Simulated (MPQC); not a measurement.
# C2H5 (SMILES [CH2]C): a first try and a second

Aim: energy and forces of C2H5 at ROHF/DZP + Diffuse (Dunning).

The calculation is run with MPQC 2.3.1.

8 further runs of the same task are left out: 4 that didn't finish, 4 set aside as unsound or not needed.

## (1) The structure to begin with

C2H5 has 7 atoms, charge 0, and is taken as a doublet. SMILES: `[CH2]C`. The shape is that of a GFN2-xTB optimisation.

Bond lengths: C1–C2 1.471 Å, C1–H3 1.072 Å, C1–H4 1.072 Å, C2–H5 1.090 Å, C2–H6 1.099 Å, C2–H7 1.090 Å. Angles: C1–C2–H5 111.2°, C1–C2–H6 111.3°, C1–C2–H7 111.2°, C2–C1–H3 120.6°, C2–C1–H4 120.5°, H5–C2–H6 106.7°, H5–C2–H7 109.4°, H6–C2–H7 106.7°, H3–C1–H4 118.5°.

## (2) Try one

job.in reads:

```
% C2H5
molecule<Molecule>: (
  symmetry = auto
  unit = bohr
  { atoms geometry } = {
    C  [ -0.23736850  -1.58931636   0.16731635 ]
    C  [ 0.17831456   1.13453487  -0.19607798 ]
    H  [ -2.11541612  -2.34860832   0.20628250 ]
    H  [ 1.30956131  -2.81469037   0.62474346 ]
    H  [ 2.03179573   1.50357949  -1.01485852 ]
    H  [ 0.10969860   2.15687671   1.61144506 ]
    H  [ -1.27662338   1.95764288  -1.39883197 ]
  }
)
basis<GaussianBasisSet>: (
  name = "DZP + Diffuse (Dunning)"
  molecule = $:molecule
)
mpqc: (
  checkpoint = no
  savestate = no
  restart = no
  do_energy = yes
  do_gradient = yes
  optimize = no
  mole<HSOSHF>: (
    molecule = $:molecule
    basis = $:basis
    total_charge = 0
    multiplicity = 2
    memory = 1000000000
    print_evals = yes
    print_npa = yes
    maxiter = 4
    guess_wavefunction<HSOSHF>: (
      molecule = $:molecule
      total_charge = 0
      multiplicity = 2
      memory = 1000000000
      value_accuracy = 1e-3
      basis<GaussianBasisSet>: (
        name = "3-21G"
        molecule = $:molecule
      )
    )
  )
)
```

Run with:

```console
$ mpqc -o job.out job.in
```

What it wrote:

```text
MPQC: Massively Parallel Quantum Chemistry
                                   Version 2.3.1

  Using IntegralV3 by default for molecular integrals evaluation

  Molecule: setting point group to c1

      HSOSSCF::init: total charge = 0

      docc = [ 8 ]
      socc = [ 1 ]

  HSOSSCF::init: total charge = 0

  docc = [ 8 ]
  socc = [ 1 ]

  Molecular formula C2H5

  MPQC options:
    matrixkit     = <ReplSCMatrixKit>
    restart       = no
    checkpoint    = no
    savestate     = no
    do_energy     = yes
    do_gradient   = yes
    optimize      = no
    write_pdb     = no
    print_mole    = yes
    print_timings = yes

  SCF::compute: energy accuracy = 1.0000000e-08

  nuclear repulsion energy =   37.2773966643

  Projecting guess wavefunction into the present basis set

      SCF::compute: energy accuracy = 1.0000000e-03

      nuclear repulsion energy =   37.2773966643

[... 7 lines left out ...]
      iter     1 energy =  -77.7252723289 delta = 1.65448e-01
      iter     2 energy =  -78.1345794317 delta = 5.04263e-02
      iter     3 energy =  -78.1565621178 delta = 1.72933e-02
      iter     4 energy =  -78.1588277129 delta = 5.76723e-03
      iter     5 energy =  -78.1590842567 delta = 2.30763e-03
[... 4 lines left out ...]
      total scf energy =  -78.1590842567
[... 10 lines left out ...]
  Beginning iterations.  Basis is DZP + Diffuse (Dunning).
  iter     1 energy =  -78.5249447915 delta = 5.92606e-02
  iter     2 energy =  -78.6098027016 delta = 1.68369e-02
  iter     3 energy =  -78.6127594057 delta = 2.57113e-03
  iter     4 energy =  -78.6130605924 delta = 8.45417e-04

  A
        1  -11.22003    2.00000
        2  -11.21808    2.00000
        3   -1.01355    2.00000
[... 64 lines of this table left out ...]
       68   27.75913    0.00000

  HOMO is     9   A =  -0.087458
  LUMO is    10   A =   0.065525

  total scf energy =  -78.6130605924

  SCF::compute: gradient accuracy = 1.0000000e-06

  Total Gradient:
       1   C   0.0023572474   0.0171148341   0.0009930518
       2   C  -0.0028226162  -0.0224895345  -0.0029505717
       3   H   0.0014149243   0.0019790850  -0.0013461999
       4   H  -0.0006002764   0.0023271818  -0.0016038714
       5   H   0.0035396243  -0.0009072191   0.0005295044
       6   H  -0.0002468993   0.0019146292   0.0046858893
       7   H  -0.0036420040   0.0000610236  -0.0003078026
ERROR: SC EXCEPTION RAISED:
terminate called after throwing an instance of 'sc::ToleranceExceeded'
```

Run time: 9.9 s. Hardware: 1 thread of Intel Xeon at 2.50GHz (Skylake/Cascade Lake), shared host.

## (3) Diagnosis

The iterations ended before the threshold was met.

The cause is that the iteration cap is too low for convergence. To mend it: raise the iteration cap from 4.

## (4) Second attempt

run.in reads:

```
molecule<Molecule>: (
    symmetry = auto
    unit = bohr
    { atoms geometry } = {
        C  [ -0.23736850    -1.58931636     0.16731635 ]
        C  [ 0.17831456     1.13453487    -0.19607798 ]
        H  [ -2.11541612    -2.34860832     0.20628250 ]
        H  [ 1.30956131    -2.81469037     0.62474346 ]
        H  [ 2.03179573     1.50357949    -1.01485852 ]
        H  [ 0.10969860     2.15687671     1.61144506 ]
        H  [ -1.27662338     1.95764288    -1.39883197 ]
    }
)
basis<GaussianBasisSet>: (
    name = "DZP + Diffuse (Dunning)"
    molecule = $:molecule
)
mpqc: (
    checkpoint = no
    savestate = no
    restart = no
    do_energy = yes
    do_gradient = yes
    optimize = no
    mole<HSOSHF>: (
        molecule = $:molecule
        basis = $:basis
        total_charge = 0
        multiplicity = 2
        memory = 1000000000
        print_evals = yes
        print_npa = yes
        maxiter = 80
        guess_wavefunction<HSOSHF>: (
            molecule = $:molecule
            total_charge = 0
            multiplicity = 2
            memory = 1000000000
            value_accuracy = 1e-3
            basis<GaussianBasisSet>: (
                name = "3-21G"
                molecule = $:molecule
            )
        )
    )
)
```

Run with:

```console
$ mpqc run.in > run.out
```

What it wrote:

```text
MPQC: Massively Parallel Quantum Chemistry
[...]
  LUMO is    10   A =   0.065479
  total scf energy =  -78.6131086064
[...]
Value of the MolecularEnergy:  -78.6131086064
  Gradient of the MolecularEnergy:
      1    0.0023195371
      2    0.0169365908
      3    0.0011010560
      4   -0.0027657824
      5   -0.0221123896
      6   -0.0029921399
      7    0.0014932507
      8    0.0019748178
      9   -0.0013699745
     10   -0.0006689451
     11    0.0023427451
     12   -0.0016453798
[...]
      symmetry = c1
[...]
      nbasis = 68
[...]
```

It took 34 s on 1 thread of Intel Xeon at 2.50GHz (Skylake/Cascade Lake), shared host; peak memory 0.49 GiB.

## (5) Summary of results

At ROHF/DZP + Diffuse (Dunning):

```
                quantity         value
            total energy  -78.61311 Eh
largest force on an atom    1.156 eV/Å
```

The largest force is 1.16 eV/Å: the shape isn't a stationary point for this species at this level.
